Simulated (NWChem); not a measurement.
Species: methanol (CH₄O); SMILES CO

All runs: NWChem. Structure relaxed at the PBE0/def2-SVP level.

Q: Estimate the computed values for B3LYP/def2-TZVP. Quantities: highest occupied level (eV); orbital gap (eV); dipole (D).

A: 
```yaml
highest occupied level (eV): -7.65
orbital gap (eV): 8.33
dipole (D): 1.65
```
